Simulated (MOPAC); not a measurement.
MOPAC input (PM6):

```
PM6 FORCE THERMO(298,298) PRECISE LET CHARGE=-1 GEO-OK AUX(PRECISION=9) THREADS=1
C2H3O2

C    -0.87537626 1   -0.01689440 1   -0.05049914 1
O    -0.87175052 1   -1.16984767 1    0.37144603 1
O     0.18121888 1    0.78734888 1   -0.30111169 1
H    -1.80304153 1    0.53240292 1   -0.24526515 1
C     1.49395112 1    0.41185804 1   -0.11531796 1
H     1.78492200 1    0.20180754 1    0.87620366 1
H     1.91221293 1   -0.15877045 1   -0.89790661 1
```

Q: Which zero-point energy does it print?

A: 26.71 kcal/mol, from the harmonic wavenumbers of PM6.
